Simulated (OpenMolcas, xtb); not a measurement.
**BHCl2 (SMILES [H]B(Cl)Cl): methods side by side**

BHCl2 has 4 atoms, charge 0, and is taken as a singlet. SMILES: `[H]B(Cl)Cl`. Geometry: relaxed at GFN2-xTB.

```csv
atom,x (Å),y (Å),z (Å)
B,-0.0673,-0.1124,0.0012
Cl,1.6334,-0.1458,0.0126
Cl,-0.8935,1.3753,-0.0175
H,-0.6726,-1.1172,0.0037
```

Quantity: the dipole moment, in D. The values are calculated.

| level | kind | program | value (D) | CPU time |
| --- | --- | --- | --- | --- |
| GFN2-xTB | semi-empirical | xtb | 0.99 | under 2 s |
| GFN0-xTB | semi-empirical | xtb | 1.07 | under 2 s |
| GFN1-xTB | semi-empirical | xtb | 0.84 | under 2 s |
| UHF/STO-3G | Hartree–Fock | OpenMolcas | 1.20 | 1.7 s |
| HF/3-21G | Hartree–Fock | OpenMolcas | 1.22 | 2 s |
| HF/def2-SVP | Hartree–Fock | OpenMolcas | 0.59 | 2.9 s |
| SVWN5/STO-3G | LDA | OpenMolcas | 0.62 | 3.1 s |
| PBE/STO-3G | GGA | OpenMolcas | 0.59 | 3.5 s |
| BLYP/3-21G | GGA | OpenMolcas | 0.54 | 5.8 s |
| r2SCAN/STO-3G | meta-GGA | OpenMolcas | 0.71 | 4.2 s |

The values span 0.54 to 1.22 D. Magnitudes only: a small dipole may point the other way at some levels. Sets without polarisation functions give poor dipoles. Times are those of the runs behind each value, whatever else they computed, on shared processors of several kinds: orders of magnitude only.
